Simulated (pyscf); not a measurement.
A first-order saddle from PySCF, ωB97X-D3(BJ)/def2-SVP:

```xyz
7

N      0.1707    -1.0958     1.1638
Si     0.8321    -0.0339     0.1183
H      0.4555    -2.0318     1.4239
H      0.0908     0.5871    -1.0180
H      2.2847     0.2629    -0.0924
H      0.3239     0.4184     1.6772
H      0.5138     1.2531     1.3367
```
Charge 0, spin multiplicity 1.

Surface: singlet, charge 0. Lowest wavenumbers (cm⁻¹): 1403i, 185, 495, 549, 729.

Name the species on either side of this saddle.

HN=SiH₂ + H₂ ⇌ H₂N–SiH₃, an addition across a multiple bond or ene-type step read from left to right: H–H broken and H–N, H–Si formed. At ωB97M-D3(BJ)/def2-TZVP it lies +1.12 eV from the left side and +3.63 eV from the right (each side as separated species at their lowest minima found). At the saddle there is also a short H–Si contact that neither side keeps. HN=SiH₂ lies 0.79 eV over its isomer H₂N–SiH: [singlet] (electronic energy, ωB97M-D3(BJ)/def2-TZVP). One saddle was located; it need not be the lowest between these sides.
